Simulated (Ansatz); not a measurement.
Species: CN, SMILES `[C]#N` (charge 0, multiplicity 2).

Task: Give a relaxed geometry from CAM-B3LYP-D3(BJ)/def2-TZVP (Ansatz, a quantum-chemistry and plane-wave program).

Result: the end point of this relaxation (outside a Z-matrix the atoms follow the SMILES, hydrogens last).
Z-matrix (Å, degrees):
```
C
N 1 1.1556
```
